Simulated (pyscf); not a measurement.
`[SiH3][AsH][SiH3]` + `[H][H]` -> `[SiH3][AsH][SiH3]` + `[H][H]` (four-centre exchange; singlet surface; H–Si, H–H broken, H–Si, H–H formed). PySCF, gas phase, ωB97X-D3(BJ)/def2-SVP geometries. Energies in kJ/mol from the separated reactants.

```csv
level,barrier,reaction energy
ωB97X-D3(BJ)/def2-TZVP,[?],0.0
PBE/def2-TZVP,[?],0.0
r²SCAN/def2-TZVP,261.6,0.0
B3LYP-D3(BJ)/def2-TZVP,276.6,0.0
ωB97M-D3(BJ)/def2-TZVP,279.4,0.0
HF/def2-TZVP,353.1,0.0
```

Question: Some entries are withheld; supply them.

Answer: 
- ωB97X-D3(BJ)/def2-TZVP, barrier: 283.2
- PBE/def2-TZVP, barrier: 249.9

The functionals in the table span 33.3 kJ/mol in this barrier, from PBE to ωB97X-D3(BJ)/def2-TZVP. At the saddle there is also a short H–Si contact that neither side keeps. This is the saddle that the search found; another between the same sides may lie lower. Elements up to Kr have no core potential and no relativistic terms here.
